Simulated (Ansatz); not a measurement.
**[OH···H···O], triplet in cc-pVTZ: errors against UCCSDT(Q)**

Geometry: a point of a hydrogen-transfer path between rigid fragments, not a stationary point.

```tsv
atom	x (Å)	y (Å)	z (Å)
O	-1.2189	-0.0275	0.0000
H	-1.4683	0.8991	0.0000
H	0.1491	-0.0275	0.0000
O	1.3021	-0.0275	0.0000
```

Basis cc-pVTZ; Ansatz 0.2.0. Correlated methods freeze the noble-gas cores, which leaves 14 electrons in 86 orbitals. Prefix R: restricted or restricted open-shell reference; prefix U: unrestricted. Active spaces: pair = (4e, 4o) about the gap; valence = (14e, 10o) chosen from the atoms' valence shells.

Full CI isn't at hand for all of this; UCCSDT(Q) serves as the reference, and is uncertain by about the last step of the cluster series. The frozen core follows each run's orbitals, which can shift R against U totals by a few meV.

HF rows are the lowest solutions found. Coupled cluster chose its determinant by trial CCSD, here up to 0.21 eV above the lowest Hartree–Fock solution of its kind, and MP2 stands on that determinant too.

The UHF ⟨S²⟩ is 2.012. The ⟨S²⟩ of the determinant under UCCSD is 2.060. The T1 diagnostic (RCCSD) is 0.0427. The largest doubles amplitude (RCCSD) is 0.046 and the T1 diagnostic (UCCSD) is 0.0242.

| level | E − E(determinant under the R cluster runs) (eV) |
| --- | --- |
| UHF | -0.4666 |
| RMP2 | -11.7376 |
| UMP2 | -11.7548 |
| RCCSD | -12.5389 |
| UCCSD | -12.5576 |
| RCCSD(T) | -12.9227 |
| UCCSD(T) | -12.9266 |

Task: Estimate how far UCCSDT(Q) in cc-pVTZ lies from RCCSD(T). The table doesn't fix it; the size of (T) and the diagnostics are the guide.

Result: UCCSDT(Q) in cc-pVTZ lies 5.1 kJ/mol below RCCSD(T), which is 14 % of the (T) step (-37.0 kJ/mol). T1 is raised, but (T) still catches most of what CCSD lacks. The miss exceeds 1 kcal/mol.

The other levels:

```
                 level  E − E(UCCSDT(Q)) (kJ/mol)  share of correlation (%)     wall time
               BCCD(T)                        4.6                     99.63   14 s (H100)
                RCCSDT                        2.3                     99.82             –
                UCCSDT                        2.0                     99.84             –
             RCCSDT(Q)                        0.5                     99.96   55 s (H100)
   CASSCF (pair space)                     1160.1                      7.34             –
   NEVPT2 (pair space)                      101.7                     91.88  7.5 s (H100)
CASSCF (valence space)                     1090.5                     12.89             –
NEVPT2 (valence space)                      178.8                     85.72    9 s (H100)
```

The correlation energy at UCCSDT(Q), counted from the determinant under the R cluster runs, is -12.976 eV. That run took 64 s on 2 threads of AMD EPYC 7R13 with a shared H100 80 GB, shared host.

Run but not shown, since their state or frozen core can't be matched to the reference's or they repeat it: RHF.

Times hold each run's SCF and search for its determinant on a shared host, so for small cases they say little of a method's own cost; rows without a card ran on 1 thread of AMD EPYC 7R13.

Natural occupations of CASSCF (valence space) about the gap: 1.994 1.978 1.974 1.004 1.002 0.032 0.023; effectively unpaired electrons, Σ n²(2−n)², 2.01.
